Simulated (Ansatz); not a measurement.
**HSCl (triplet): from Hartree-Fock to the top rungs at distance Cl1–H2 along a hydrogen transfer = 1.189 Å, cc-pVDZ**

How much of the correlation energy of HSCl (triplet) does each wave-function method recover here?

The runs use Ansatz 0.2.0, Gaussian basis; cc-pVDZ, core rule «outside noble gas», up to 10 orbitals frozen.

Plan: UHF; CCSD(T) on ROHF; CCSD(T) on UHF; BCCD(T) on ROHF; CISD; CCSDT(Q) on ROHF; CCSDT(Q) on UHF; CASSCF and MRCISD+Q, 4 electrons in 4 orbitals; CASSCF and NEVPT2, 4 electrons in 4 orbitals; CASSCF and MRCISD+Q, 14 electrons in 9 orbitals; CASSCF and NEVPT2, 14 electrons in 9 orbitals.

5 further runs of the same task are left out: 5 that didn't finish.

## (1) The system

The geometry derives from fragments relaxed apart (PBE0/def2-TZVP) and kept rigid, so it is no stationary point. A hydrogen atom is moved between rigid fragments.

3 atoms, charge 0, spin multiplicity 3.

Atoms are counted from 1 here; the program's logs count them from 0.

Bond lengths: Cl1–H2 1.189 Å.

## (2) UHF

The input, in.yaml:

```yaml
crystal:
  periodic: [false, false, false]
  atoms:
    - {symbol: Cl, position_ang: [0.000000, 0.000000, -1.392000]}
    - {symbol: H, position_ang: [0.000000, 0.000000, -0.203000]}
    - {symbol: S, position_ang: [0.000000, 0.000000, 1.595000]}
basis:
  gaussian: {orbitals: cc-pVDZ}
magnetization: {spin_polarized: true, initial_magnetization: 2}
hamiltonian: {xc: hf}
output: {orbitals: {seedname: orbitals}}
```

Started as:

```bash
$ ansatz run in.yaml --threads 1 --pin off --events-out ev --progress --plain --max-ram 2393MiB
```

After this run come: CCSD(T) on ROHF; CCSD(T) on UHF; BCCD(T) on ROHF; CISD; CCSDT(Q) on ROHF; CCSDT(Q) on UHF; CASSCF and MRCISD+Q, 4 electrons in 4 orbitals; CASSCF and NEVPT2, 4 electrons in 4 orbitals; CASSCF and MRCISD+Q, 14 electrons in 9 orbitals; CASSCF and NEVPT2, 14 electrons in 9 orbitals.

Before running them: what should the planned runs give, taken together? Wanted: UCCSDT(Q) below the RHF energy; RMP2 from UCCSDT(Q); UMP2 from UCCSDT(Q); RCCSD from UCCSDT(Q); RCCSD(T) from UCCSDT(Q); UCCSD(T) from UCCSDT(Q); RCCSDT(Q) from UCCSDT(Q); NEVPT2 valence from UCCSDT(Q); MRCISD+Q valence from UCCSDT(Q).

**Answer**, as computed:

```
                         quantity                                                                     value
   UCCSDT(Q) below the RHF energy                                                                -7.6437 eV
              RMP2 from UCCSDT(Q)                                                               +1032.1 meV
              UMP2 from UCCSDT(Q)                                                               +1055.9 meV
             RCCSD from UCCSDT(Q)                                                                +146.3 meV
          RCCSD(T) from UCCSDT(Q)                                                                 +26.0 meV
          UCCSD(T) from UCCSDT(Q)                                                                 +25.3 meV
         RCCSDT(Q) from UCCSDT(Q)                                                                  +0.3 meV
    NEVPT2 valence from UCCSDT(Q)                                                               +1556.1 meV
  MRCISD+Q valence from UCCSDT(Q)                                                                 +30.6 meV
levels within 1 kcal/mol (43 meV)  RCCSD(T), UCCSD(T), BCCD(T), RCCSDT, UCCSDT, RCCSDT(Q), MRCISD+Q valence
                    T1 diagnostic                                                                     0.012
   effectively unpaired electrons                                                                      2.00
```

In words: RCCSD(T) lands +26.0 meV from the yardstick (0.3 % of the correlation energy). One determinant dominates. Of the multireference levels listed MRCISD+Q valence comes nearest in total energy (+30.6 meV), which doesn't show that its space is the better one. Coupled cluster took another determinant than the lowest Hartree-Fock one. These misses are within one basis, not against nature; the frozen cores of restricted and unrestricted runs differ, which can shift their rows.
